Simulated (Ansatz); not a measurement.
This geometry of CH5OSi (8 atoms, charge 0, multiplicity 2) is a first-order saddle point.

Method: UKS PBE0/6-31G* (Ansatz).

```xyz
8
Properties=species:S:1:pos:R:3
C -0.600 0.791 -0.406
Si 0.351 -0.562 0.459
O 1.768 -1.106 -0.158
H -0.756 0.557 -1.463
H -1.572 0.953 0.073
H -0.036 1.732 -0.349
H 0.238 -0.432 1.944
H 0.700 -1.990 -0.155
```

Task: Which two structures does it join? (They come from a converged band through this point; their orientation in space is the band's.)

Result: Bonds broken: Si2–H8. Bonds formed: O3–H8.

Initial state:

```xyz
8
Properties=species:S:1:pos:R:3
C -0.538 0.733 -0.420
Si 0.465 -0.620 0.393
O 2.030 -0.765 -0.186
H -0.587 0.588 -1.504
H -1.561 0.732 -0.026
H -0.108 1.721 -0.226
H 0.449 -0.466 1.877
H -0.057 -1.978 0.037
```

Final state:

```xyz
8
Properties=species:S:1:pos:R:3
C -0.630 0.861 -0.415
Si -0.125 -0.727 0.446
O 1.287 -1.238 -0.292
H -0.857 0.686 -1.471
H -1.518 1.290 0.061
H 0.181 1.598 -0.358
H 0.095 -0.470 1.914
H 1.659 -2.056 0.059
```

Task: How far does it lie above each of them?

Result: 0.95 eV above the first and 1.85 eV above the second. This is the barrier of this one path; another mechanism may lie lower.

The run took 3.6 min on 1 thread of Arm Neoverse V2, with other jobs on the host, peak memory 0.14 GiB.
